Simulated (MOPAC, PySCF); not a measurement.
C2H3N, SMILES `N#CC`, neutral singlet in the gas phase. 

Cartesian coordinates (Å):
```xyz
6

C     -0.4848    -0.0411    -0.0410
C      0.9640     0.0818     0.0815
N      2.1138     0.1793     0.1787
H     -0.7422    -0.7295    -0.8601
H     -0.9157    -0.4308     0.8936
H     -0.9351     0.9404    -0.2527
```
Charge 0, spin multiplicity 1.

All levels are single points at this geometry (B3LYP-D3(BJ)/def2-SVP); Pople sets use spherical d functions. Orbital energies aren't observables, and empty levels follow the basis.

```tsv
level	HOMO (eV)	LUMO (eV)	gap (eV)	dipole (D)	vertical IE, Delta-SCF (eV)
B3LYP-D3(BJ)/def2-TZVP in PySCF	-9.19	0.44	9.63	4.01	12.20
M06-2X/def2-TZVP in PySCF	-10.82	1.43	12.25	4.02	12.36
PBE-D3(BJ)/def2-TZVP in PySCF	-8.07	-0.28	7.79	3.95	12.08
B3LYP/3-21G in PySCF	-8.98	1.25	10.23	3.60	–
BP86/6-31G* in PySCF	-7.86	0.02	7.89	3.77	–
M06-2X/6-31G* in PySCF	-10.59	2.37	12.96	3.81	–
SVWN5/6-31G* in PySCF	-7.90	-0.04	7.86	3.85	–
HF/3-21G in PySCF	-12.46	5.73	18.19	3.92	–
HF/6-31G* in PySCF	-12.42	5.47	17.89	4.08	10.90
HF/STO-3G in PySCF	-11.00	9.71	20.70	3.07	–
PM3 in MOPAC	-12.37	1.43	13.80	3.22	–
PM6 in MOPAC	-12.77	1.33	14.10	3.75	–
PM7 in MOPAC	-12.84	1.21	14.05	3.83	–
```
